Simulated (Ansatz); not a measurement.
**How far a parabola holds: energy against volume of zinc-blende CdTe**

Zinc-blende CdTe was calculated with r²SCAN in Ansatz (PAW). Settings: plane-wave cutoff 560 eV, 10×10×10 k mesh, Fermi–Dirac smearing 0.01 eV, scalar-relativistic PAW data made under PBE. The cell has no free parameter but its volume, all volumes share cutoff and mesh, and the runs aren't spin-polarised. Energies are free energies at the run's smearing, counted from the lowest row; static lattice.

```csv
V (Å³/atom),E (meV/atom)
33.839,7.65
34.544,1.84
35.249,0.00
35.954,1.71
36.659,6.59
37.364,?
```

Question: Using a parabola, estimate the missing E at V = 37.364 from the other rows, showing the fit.

Answer: With u = V - 35.2, the rows have u = -1.3610, -0.6560, 0.0490, 0.7540, 1.4590. Least squares gives E = 0.021 - 0.6703·u + 3.5827·u². Residuals (row less fit): 0.080, -0.162, 0.003, 0.158, -0.079; standard error 0.179 (degrees of freedom: 2). The fitted curve has its minimum at V = 35.3, where E = -0.01. Its curvature is d²E/dV² = 2 × 3.5827 meV/Å⁶, so B = V0·d²E/dV² × 0.1602 = 40.5 GPa. At the withheld row, u = 2.1640, so E = 0.021 - 0.6703 × 2.1640 + 3.5827 × 2.1640² = 15.348 meV/atom. The calculation gives 14.30 meV/atom, 1.048 meV/atom below the prediction (7.3 % of the range of E in the table). The row lies outside the fitted rows, so this is an extrapolation. From the scatter of the fitted rows alone, a prediction at this place has a standard error of 0.423 meV/atom, so the miss is 2.5 times that.

The residuals are curvature that a parabola lacks, not noise. A solid that stiffens under compression and softens on expansion lies above the parabola at the compressed end and under it at the expanded end, as this row does. A third-order Birch-Murnaghan fit to the whole scan has B0 = 40.3 GPa. Only scans are tabulated whose curvature falls smoothly with volume, and where the parabola meets the shown rows within 5 % of their range and misses the end by 0.1 meV or more.

Measured, for comparison: bulk modulus 43.7 GPa (room temperature, no zero-point or thermal correction, sources range from 42.0 to 43.7; as tabulated in Elmahjoubi et al. (2023), arXiv:2303.01780). Computed less measured: bulk modulus -8 % (-4.0 % to -8 % over the range).

Spin–orbit coupling is not included.

Ansatz is a program for electronic structure.
